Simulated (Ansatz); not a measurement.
How far each method lies from UCCSDT(Q) for [CH$_{3}$···H···CH$_{2}$], triplet

Geometry: a point of a hydrogen-transfer path between rigid fragments, not a stationary point.

```xyz
8

C    -1.3292    0.0000    0.0000
H    -1.6924    1.0273    0.0000
H    -1.6924   -0.5137    0.8897
H    -1.6924   -0.5137   -0.8897
H     0.3298    0.0000    0.0000
C     1.4198    0.0000    0.0000
H     1.8342    0.0000    0.9962
H     1.8342    0.0000   -0.9962
```

Basis cc-pVDZ; Ansatz 0.2.0. Correlated methods freeze the noble-gas cores, which leaves 14 electrons in 56 orbitals. Prefix R: restricted or restricted open-shell reference; prefix U: unrestricted. Active spaces: pair = (4e, 4o) about the gap; frontier = (10e, 10o) about the gap.

Full CI isn't at hand for all of this; UCCSDT(Q) serves as the reference, and is uncertain by about the last step of the cluster series. The frozen core follows each run's orbitals, which can shift R against U totals by a few meV.

For open shells CISD is restricted-active-space CI with the open shells as a complete middle space.

The UHF ⟨S²⟩ is 2.028. The T1 diagnostic (RCCSD) is 0.0185 and the largest doubles amplitude (RCCSD) is 0.031. The T1 diagnostic (UCCSD) is 0.0100.

```tsv
level	E − E(RHF) (eV)
UHF	-0.2613
RMP2	-7.4008
UMP2	-7.3972
RCCSD	-8.6122
UCCSD	-8.6160
RCCSD(T)	-8.7876
UCCSD(T)	-8.7876
```

Estimate how far UCCSDT(Q) in cc-pVDZ lies from RCCSD(T). The table doesn't fix it; the size of (T) and the diagnostics are the guide.

UCCSDT(Q) in cc-pVDZ lies 0.75 kcal/mol below RCCSD(T), which is 18 % of the (T) step (-4.05 kcal/mol). The diagnostics are small and one determinant leads, so the series closes fast and only a small part of (T) is left.

The other levels:

| level | E − E(UCCSDT(Q)) (kcal/mol) | share of correlation (%) | wall time |
| --- | --- | --- | --- |
| CISD | 21.75 | 89.31 | 6 s |
| BCCD(T) | 0.76 | 99.63 | 2.5 s |
| RCCSDT | 0.20 | 99.90 | – |
| UCCSDT | 0.17 | 99.91 | – |
| RCCSDT(Q) | 0.02 | 99.99 | 7 s (H100) |
| CASSCF (pair space) | 192.25 | 5.48 | – |
| NEVPT2 (pair space) | 33.02 | 83.76 | 0.79 s |
| MRCISD (pair space) | 20.01 | 90.16 | – |
| MRCISD+Q (pair space) | 2.21 | 98.91 | 3.1 s (H100) |
| CASSCF (frontier space) | 156.33 | 23.14 | – |
| MRCISD (frontier space) | 13.44 | 93.39 | – |
| MRCISD+Q (frontier space) | 1.17 | 99.43 | 39 s (H100) |

The correlation energy at UCCSDT(Q), counted from RHF, is -8.820 eV. That run took 7.5 s on 2 threads of AMD EPYC 7R13 with a shared H100 80 GB, shared host.

Run but not shown, since their state or frozen core can't be matched to the reference's or they repeat it: NEVPT2 (frontier space).

Times hold each run's SCF and search for its determinant on a shared host, so for small cases they say little of a method's own cost; rows without a card ran on 1 thread of AMD EPYC 7R13.
